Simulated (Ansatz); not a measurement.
## LiMg2: computed properties

The calculation used DFT r2SCAN, scalar-relativistic, plane waves, PAW in Ansatz.

Settings: cutoff 500 eV, Γ-centred mesh 8×12×12 on the computed 6-atom cell, Gaussian smearing of 0.10 eV; no spin polarisation.

The structure is relaxed at this level of theory with its symmetry kept. Whether it is the stable form of this composition wasn't checked.

```xyz
6
Lattice="5.0639 0.0000 0.0000 0.0000 1.5626 8.2024 0.0000 -1.5626 8.2024" Properties=species:S:1:pos:R:3 pbc="T T T"
Li    2.5320    0.0000   14.5927
Li    2.5320    0.0000    3.6615
Mg    0.0000    0.0000   16.3599
Mg    0.0000    0.0000   10.9615
Mg    0.0000    0.0000    5.4514
Mg    2.5320    0.0000    9.1237
```

Problem. Formation energy from the elements' standard states (uncorrected)?

Solution. -0.023 eV/atom.

Problem. Density of states at the Fermi level?

Solution. 2.56 states/eV per cell.